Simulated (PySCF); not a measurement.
Frontier orbitals and the lowest excitations

Species: C4H7FO.
Z-matrix (Å and degrees, GFN2-xTB geometry), rows numbered from 1:
```
C 
C   1  1.3246
C   2  1.5089  1  123.77
F   3  1.3668  2  112.00  1    -0.15
O   2  1.3652  1  127.40  3  -179.95
C   5  1.4083  2  117.28  1     0.06
H   1  1.0732  2  119.72  3    -0.02
H   1  1.0735  2  123.34  3   180.00
H   3  1.0962  2  110.29  1   119.43
H   3  1.0962  2  110.29  1  -119.74
H   6  1.0882  5  105.85  2   179.86
H   6  1.0942  5  111.23  2    60.92
H   6  1.0943  5  111.26  2   -61.16
```

Method used: PySCF 2.14.0, density-fitted response routines, TDDFT CAM-B3LYP/def2-SVPD, vertical, gas phase, core orbitals frozen in the response.

Kohn–Sham orbitals with the atoms that hold most of them (Löwdin shares over 4%, at most four atoms; ? is withheld):

```
orbital  ε (eV)                            atoms
 HOMO-3  -11.71   O5 22%, F4 21%, C6 11%, C2 11%
 HOMO-2  -11.22   O5 32%, F4 15%, C2 13%, C3 11%
 HOMO-1  -10.89   O5 25%, F4 17%, C3 14%, C6 11%
   HOMO   -8.29                                ?
   LUMO       ?                                ?
 LUMO+1    1.75    C2 29%, C1 26%, O5 10%, H8 8%
 LUMO+2    1.87  C3 25%, F4 12%, C6 11%, H10 10%
```

Problem. Which atoms hold the LUMO, and with what shares?

Solution. C6 (bonded to O and 3 H) 26%; C1 (bonded to C and 2 H) 12%; H13 (bonded to C) 9%; H12 (bonded to C) 9%. By element: carbon 38% or more, hydrogen 18% or more.

Problem. Give the leading atoms of the HOMO.

Solution. C1 (bonded to C and 2 H) 36%; C2 (bonded to 2 C and O) 25%; O5 (bonded to 2 C) 23%; H8 (bonded to C) 4%. By element: carbon 61% or more, oxygen 23%, hydrogen 4% or more.

Problem. What is the LUMO energy, and the HOMO–LUMO gap?

Solution. ε(LUMO) = 1.27 eV; the gap is 9.56 eV (0.3512 hartree).

Problem. How does S1 compare with the orbital gap of 9.56 eV?

Solution. S1 is at 6.67 eV (f = 0.033), 2.89 eV below the gap, made of HOMO→LUMO (91%). Without the coupling terms of the response equations the lowest excitation would equal the gap.

Problem. Give energy, strength and leading configuration of S1 and S2, and follow the Löwdin shares of the leading atoms from the occupied to the empty orbital.

Solution. 
- S1 (6.67 eV, f 0.033), HOMO→LUMO (91%): C1 36% → 12%, C2 25% → at most 9%, C6 at most 5% → 26%
- S2 (7.15 eV, f 0.304), HOMO→LUMO+1 (96%): C1 36% → 26%, C2 25% → 29%

Löwdin shares depend on the basis, the more so with diffuse functions.

One conformer stands for the species.
